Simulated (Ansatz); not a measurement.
Results of PBE-D4 in Ansatz (plane waves, PAW) for zinc-blende HgTe.

Run with plane-wave cutoff 520 eV, 10×10×10 k mesh, Fermi–Dirac smearing 0.01 eV, scalar-relativistic PAW data made under PBE.

Equation-of-state points:

| V (Å³/atom) | E − E_lowest (meV/atom) | P (GPa) |
|---|---|---|
| 32.900 | 17.96 | 2.921 |
| 33.600 | 7.64 | 1.825 |
| 34.300 | 1.83 | 0.856 |
| 35.000 | 0.00 | -0.001 |
| 35.700 | 1.69 | -0.757 |
| 36.401 | 6.49 | -1.425 |
| 37.101 | 14.03 | -2.015 |

Problem. Estimate the bulk modulus from the pressures at 34.300 and 35.700 Å³/atom, and compare it with a fit to all energies.

Solution. B = −V dP/dV. Between V = 34.300 and 35.700 Å³/atom, dP/dV = (-0.757 − (0.856))/(35.700 − 34.300) = -1.15 GPa per Å³/atom; at the midpoint 35.000 Å³/atom this gives B ≈ 40.3 GPa. The third-order Birch–Murnaghan fit gives V0 = 35.000 Å³/atom, B0 = 40.2 GPa, B′ = 5.2, which lies within 1 % of that estimate.

Measured, for comparison: bulk modulus 42.3 GPa (temperature not stated, no zero-point or thermal correction; as tabulated in Toher et al. (2017), arXiv:1611.05714); equilibrium volume per atom 33.70 Å³/atom (room temperature, no zero-point or thermal correction; as tabulated in Cava et al. (2013), arXiv:1302.1059). Computed (rounded) less measured: bulk modulus -5 %, equilibrium volume per atom +3.9 %.

Spin–orbit coupling is not included; it can open a gap where bands touch, and shift volumes and moduli.

Static lattice: no zero-point or thermal effects.

Ansatz is a quantum-chemistry and plane-wave program.
